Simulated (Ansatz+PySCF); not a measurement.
## singlet CH₂O: levels of theory in one basis

```xyz
4

C     0.0000    0.0000   -0.5646
O     0.0000    0.0000    0.7271
H     0.0000   -1.0200   -1.2147
H     0.0000    1.0200   -1.2147
```

Basis set: def2-SVP (spherical functions). Frozen core: 2 orbitals. Charge 0, multiplicity 1.

Computed with Ansatz (development build ahead of 0.2.0); each method stands on the lowest determinant of its kind that the runs found. NEVPT2 correlates all electrons. Active spaces start from the frontier orbitals, and the lowest solution found is given.

```json
{"method": "RHF", "E − E(RHF) (eV)": "0.00", "<S²> of the determinant": "0.00"}
{"method": "UHF", "E − E(RHF) (eV)": "-0.08", "<S²> of the determinant": "0.28"}
{"method": "RHF-MP2", "E − E(RHF) (eV)": "-9.00", "<S²> of the determinant": "–"}
{"method": "UHF-MP2", "E − E(RHF) (eV)": "-8.35", "<S²> of the determinant": "0.28"}
{"method": "RHF-CCSD", "E − E(RHF) (eV)": "-9.38", "<S²> of the determinant": "–"}
{"method": "UHF-CCSD", "E − E(RHF) (eV)": "-9.37", "<S²> of the determinant": "0.28"}
{"method": "RHF-CCSD(T)", "E − E(RHF) (eV)": "-9.71", "<S²> of the determinant": "–"}
{"method": "UHF-CCSD(T)", "E − E(RHF) (eV)": "-9.68", "<S²> of the determinant": "0.28"}
{"method": "SC-NEVPT2(4,3)", "E − E(RHF) (eV)": "-9.05", "<S²> of the determinant": "–"}
```

(1) What does CASSCF(4,3) give on the same scale?

(2) Is a single determinant a sound starting point here?

Results:

(1) -1.20 eV.

(2) Only with care. Unrestricted orbitals gain 0.08 eV and <S²> is 0.28 against 0.00 for a pure state, so spin symmetry breaks but gains little energy; restricted orbitals can still serve. The CASSCF(4,3) natural occupations are 2.00, 1.89, 0.12.

Caution for UHF, UHF-MP2, UHF-CCSD, UHF-CCSD(T): the unrestricted determinant is spin contaminated. Caution for UHF-MP2: another reference gives a lower total.
